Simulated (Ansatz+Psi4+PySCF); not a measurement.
# singlet O₃: levels of theory in one basis

```csv
atom,x (Å),y (Å),z (Å)
O,0.0000,0.0000,0.0000
O,0.0000,1.1430,0.7032
O,0.0000,-1.0238,0.6298
```

Basis set: cc-pVTZ (spherical functions). Left uncorrelated: 3 orbitals. Charge 0, multiplicity 1.

Computed with Ansatz (development build ahead of 0.2.0) and Psi4 1.11; each method stands on the lowest determinant of its kind that the runs found.

```json
{"method": "RHF", "E − E(RHF) (eV)": "0.00", "<S²> of the determinant": "0.00"}
{"method": "UHF", "E − E(RHF) (eV)": "-2.22", "<S²> of the determinant": "0.95"}
{"method": "RHF-MP2", "E − E(RHF) (eV)": "-20.70", "<S²> of the determinant": "–"}
{"method": "RHF-CCSD", "E − E(RHF) (eV)": "-20.17", "<S²> of the determinant": "–"}
{"method": "UHF-CCSD", "E − E(RHF) (eV)": "-20.26", "<S²> of the determinant": "0.95"}
{"method": "RHF-CCSD(T)", "E − E(RHF) (eV)": "-21.46", "<S²> of the determinant": "–"}
{"method": "UHF-CCSD(T)", "E − E(RHF) (eV)": "-21.18", "<S²> of the determinant": "0.95"}
```

Q: What does UHF-MP2 give on the same scale?

A: -19.35 eV.

Q: Is a single determinant a sound starting point here?

A: It is doubtful. Unrestricted orbitals lower Hartree–Fock by 2.22 eV and <S²> is 0.95 where a pure state has 0.00, a sign of strong static correlation.

Caution for RHF, RHF-MP2, RHF-CCSD, RHF-CCSD(T): an unrestricted determinant lies well below. Caution for UHF, UHF-MP2, UHF-CCSD, UHF-CCSD(T): the unrestricted determinant is a mixture of spin states. Caution for RHF-MP2, UHF-MP2, RHF-CCSD, UHF-CCSD, RHF-CCSD(T), UHF-CCSD(T): large amplitudes, a single reference is doubtful. Caution for UHF-MP2, UHF-CCSD, UHF-CCSD(T): a plain start can end on a higher determinant. Caution for UHF-MP2, UHF-CCSD(T): another reference gives a lower total. Caution for RHF-CCSD, UHF-CCSD, RHF-CCSD(T), UHF-CCSD(T): the program doubts this total.
